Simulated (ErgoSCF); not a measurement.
**One shape, several levels: NO+ (nitrosonium)**

We compute a comparison of 6 runs (HF/STO-3G, HF/3-21G, B3LYP/6-31G*, PBE0/def2-SVP, UPBE/Turbomole-TZVP, PBE0/def2-TZVP) of NO+ (nitrosonium). 

Program for the calculation: ErgoSCF 3.8.

3 further runs of the same task are left out: 3 set aside as unsound or not needed.

## 1. The molecule

The species is NO+ (2 atoms), meant as a singlet with charge +1. As SMILES, `N#[O+]`. Geometry: the measured bond length.

Bond lengths: N1–O2 1.063 Å.

## 2. A single-point energy at HF/STO-3G (run 1)

File input.ego:

```
# single point, NO
set_nthreads(1)
scf.max_number_of_iterations = 120
scf.use_diagonalization = 1
charge = 1
scf.output_mulliken_pop = 1
basis = "STO-3G"
tmpdir = "."
molecule_inline Angstrom
N      0.000000     0.000000     0.000000
O      0.000000     0.000000     1.063220
EOF
run "HF"
```

The basis set STO-3G is read from a file made from the Basis Set Exchange's data (not shown).

Run with:

```
$ ergo < input.ego
```

The program printed:

```text
[...]
INSC SCF_general constructor, number of basis functions: 10
[...]
INSC Energy   1 =       -107.73562257688
[...]
INDE E_LUMO =         -0.29353140610
[...]
INSC Energy   9 =       -127.18619797579  ( diff     -0.000000000007759 )
[...]
RESC CONVERGED after   9 iterations.
RESC FINAL ENERGY:       -127.18619797579
[...]
INSC SCF: dipole_moment_x [atomic units] =       0.00000000
INSC SCF: dipole_moment_y [atomic units] =       0.00000000
INSC SCF: dipole_moment_z [atomic units] =       0.92002422
[...]
```

Run time: 0.4 s. Hardware: 1 thread of Intel Xeon 6975P-C (Granite Rapids), shared host; peak memory 0.26 GiB.

## 3. A single-point energy at HF/3-21G (run 2)

File job.ego:

```
# single point, NO
set_nthreads(1)
charge = 1
scf.use_diagonalization = 1
scf.max_number_of_iterations = 120
basis = "3-21G"
tmpdir = "."
scf.output_mulliken_pop = 1
molecule_inline
N  0.00000000 0.00000000 0.00000000
O  0.00000000 0.00000000 2.00919461
EOF
run "HF"
```

The basis set 3-21G is read from a file made from the Basis Set Exchange's data (not shown).

Run with:

```
$ ergo job.ego
```

The program printed:

```text
[...]
INSC SCF_general constructor, number of basis functions: 18
[...]
INSC Energy   1 =        -80.52815857805
[...]
INDE E_LUMO =         -0.31064090314
[...]
INSC Energy  11 =       -128.13680797584  ( diff     -0.000000000001450 )
[...]
RESC CONVERGED after  11 iterations.
RESC FINAL ENERGY:       -128.13680797584
[...]
INSC SCF: dipole_moment_x [atomic units] =      -0.00000000
INSC SCF: dipole_moment_y [atomic units] =      -0.00000000
INSC SCF: dipole_moment_z [atomic units] =       0.70731923
[...]
```

It took 0.4 s on 1 thread of Intel Xeon 6975P-C (Granite Rapids), shared host; peak memory 0.26 GiB.

Run 3 isn't shown in full; the table further down has it.

## 4. The energy at PBE0/def2-SVP (run 4)

File ergo.in:

```
# NO, PBE0
set_nthreads("env")
molecule_inline
N  0.00000000 0.00000000 0.00000000
O  0.00000000 0.00000000 2.00919461
EOF
scf.max_number_of_iterations = 120
basis = "def2-SVP"
XC.sparse_mode = 0
tmpdir = "."
charge = 1
XC.radint = 1e-11
spin_polarization = 0
scf.output_mulliken_pop = 1
scf.use_diagonalization = 1
XC.angint = 41
run "PBE0"
```

The basis set def2-SVP is read from a file made from the Basis Set Exchange's data (not shown).

Run with:

```
$ ergo < ergo.in
```

The program printed:

```text
[...]
INDF Weighted mixed functional:
[...]
INSC Energy   1 =        -59.35485115855
[...]
INDE E_LUMO =         -0.48726622087
[...]
INSC Energy  30 =       -129.29552236193  ( diff     -0.000000000000142 )
[...]
RESC CONVERGED after  30 iterations.
RESC FINAL ENERGY:       -129.29552236193
[...]
INSC SCF: dipole_moment_x [atomic units] =      -0.00000000
INSC SCF: dipole_moment_y [atomic units] =      -0.00000000
INSC SCF: dipole_moment_z [atomic units] =       0.90051824
[...]
```

Wall time 2.5 s (1 thread of Intel Xeon 6975P-C (Granite Rapids), shared host); peak memory 0.26 GiB.

Run 5 isn't shown in full; the table further down has it.

## 5. A single-point energy at PBE0/def2-TZVP (run 6)

File input.xyz:

```xyz
2

N      0.000000     0.000000     0.000000
O      0.000000     0.000000     1.063220
```

File job.ego:

```
set_nthreads("env")
XC.radint = 1e-11
scf.output_mulliken_pop = 1
XC.sparse_mode = 0
tmpdir = "."
scf.max_number_of_iterations = 120
XC.angint = 41
charge = 1
basis = "def2-TZVP"
scf.use_diagonalization = 1
molecule "input.xyz"
run "PBE0"
```

The basis set def2-TZVP is read from a file made from the Basis Set Exchange's data (not shown).

Run with:

```
$ ergo < job.ego
```

The program printed:

```text
[...]
INDF Weighted mixed functional:
[...]
INSC Energy   1 =        -34.24177437807
[...]
INDE E_LUMO =         -0.47868212736
[...]
INSC Energy  13 =       -129.45610538231  ( diff     -0.000000000001080 )
[...]
RESC CONVERGED after  13 iterations.
RESC FINAL ENERGY:       -129.45610538231
[...]
INSC SCF: dipole_moment_x [atomic units] =       0.00000000
INSC SCF: dipole_moment_y [atomic units] =       0.00000000
INSC SCF: dipole_moment_z [atomic units] =       0.91397315
[...]
```

It took 6.3 s on 1 thread of Intel Xeon 6975P-C (Granite Rapids), shared host; peak memory 0.26 GiB.

## 6. All runs side by side

| run | level | integration grid | radint | energy (Eh) | wall time |
| --- | --- | --- | --- | --- | --- |
| 1 | HF/STO-3G | – | – | -127.186198 | 0.4 s |
| 2 | HF/3-21G | – | – | -128.136808 | 0.4 s |
| 3 | B3LYP/6-31G* (spherical functions) | Turbo | 1e-11 | -129.527310 | 2.4 s |
| 4 | PBE0/def2-SVP | Turbo | 1e-11 | -129.295522 | 2.5 s |
| 5 | UPBE/Turbomole-TZVP | Turbo | – | -129.459462 | 3.9 s |
| 6 | PBE0/def2-TZVP | Turbo | 1e-11 | -129.456105 | 6.3 s |

## 7. Outcome

```
           quantity          value
run 6: total energy  -129.45611 Eh
```

Totals of different functionals can't be ranked against each other. In run 1 the basis is minimal, so the values are rough. All runs together took 16 s, the longest 6.3 s.
